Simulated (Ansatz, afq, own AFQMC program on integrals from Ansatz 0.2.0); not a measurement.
AFQMC on a folder of integrals that Ansatz 0.2.0 wrote.

```yaml
crystal:
  periodic: [false, false, false]
  atoms:
    - {symbol: C, position_ang: [0.000000, 0.000000, 0.000000]}
    - {symbol: H, position_ang: [0.000000, 0.000000, 1.823000]}
basis:
  gaussian: {orbitals: cc-pVTZ}
total_charge: 1
magnetization: {spin_polarized: true, initial_magnetization: 0}
correlation: {method: ccsd_t, electrons: outside_noble_gas, hamiltonian_folder: ham}
```

```sh
$ ansatz run in.yaml --threads 1 --pin off --events-out ev --progress --plain --max-ram 24576MiB --backend cuda --devices 0, --max-vram 18GiB
```

afq runs on the folder ham with

```
--method phaseless --trial cisd --walkers 4000 --populations 20 --least-time 60 --time-step 0.005 --steps-per-block 50 --equilibration-blocks 40 --max-blocks 4000 --target-error 0.00024 --factor-cut 1e-05 --start spin_pure --seed 4782 --release-times 0.24,0.51,0.99,1.62,2.4 --release-step 0.03 --release-every 3 --taylor-order 6
```

Times are imaginary, in 1/Eh. The walk had a cap of 129 s. With eight or more populations the least sampling time is a fifth of least-time, and the error comes from their spread.

afq prints:

```
orbitals 43  electrons 2 2  factors 246 of 246
reference energy -37.80381586 Eh
CCSD correlation -0.13588950 Eh in 12 cycles, weight of the determinant in the CISD state 0.8779
energy of the start -37.939709 Eh
 block  time / (1/Eh)  mean weight  energy / Eh
     1     0.250  1.0000  -37.939289
     2     0.500  0.9999  -37.939742
     3     0.750  1.0000  -37.940190
     4     1.000  0.9999  -37.940758
     5     1.250  0.9998  -37.941003
    10     2.500  0.9999  -37.942257
    19     4.750  1.0003  -37.943096
    29     7.250  1.0000  -37.943795
    39     9.750  0.9998  -37.943215
    49    12.250  0.9999  -37.942596
    51    12.750  1.0001  -37.942231
    59    14.750  1.0001  -37.943210
    69    17.250  0.9999  -37.942475
    79    19.750  1.0000  -37.942940
    89    22.250  1.0002  -37.942961
error from the spread of 20 populations
released: time / (1/Eh)  energy / Eh  error  mean overlap
  0.24  -37.943132  0.000094  0.9974
  0.51  -37.943494  0.000108  0.9927
  0.99  -37.943607  0.000102  0.9947
  1.62  -37.943616  0.000107  0.9915
  2.40  -37.944141  0.000096  0.9859
energy -37.942886 +/- 0.000125 Eh
(rows thinned)
```

The run passed its tests (sampling time, drift between the halves within three errors, error under three times the target), which doesn't prove that it has relaxed.

Against this walk (error 3.4 meV) on the same determinant: CCSD(T) 13.8 meV lower, CCSDT(Q) 35.8 meV lower, full CI 38.4 meV lower. The error is statistical and leaves out the bias of the constraint. The released energies are still falling (meV from the phaseless value at times in 1/Eh: -7 ± 3 at 0.24, -17 ± 3 at 0.51, -20 ± 3 at 0.99, -20 ± 3 at 1.62, -34 ± 3 at 2.40), so they give no level; they do show a bias of the constraint, and the last of them that isn't too noisy lies 4 meV above full CI. Full CI is exact here, so the walk's 38 meV above it is the walk's own error: the bias of the constraint with this trial.

Cautions: constraint bias not in the error; higher spins were not checked; an unrestricted solution with more broken spin lies lower (559 meV, ⟨S²⟩ 0.91), while this determinant keeps restricted orbitals; strong correlation (T1 0.028, weight of the determinant 0.88, largest double 0.21).

The walk took 38 s on 1 × NVIDIA H100 80GB HBM3 with 2 threads of AMD EPYC 7R13 Processor (Zen 3), on a shared host (the card was shared). The log's last line is the phaseless energy.

CCSDT and higher add their correlation energy to the determinant of the CCSD(T) run, since their own runs factorise the integrals more tightly (a shift of under 2 meV). A walk keeps the symmetry of its determinant, which the program's search chose and which needn't be the lowest solution, so a lower state of the same spin and another symmetry isn't excluded.
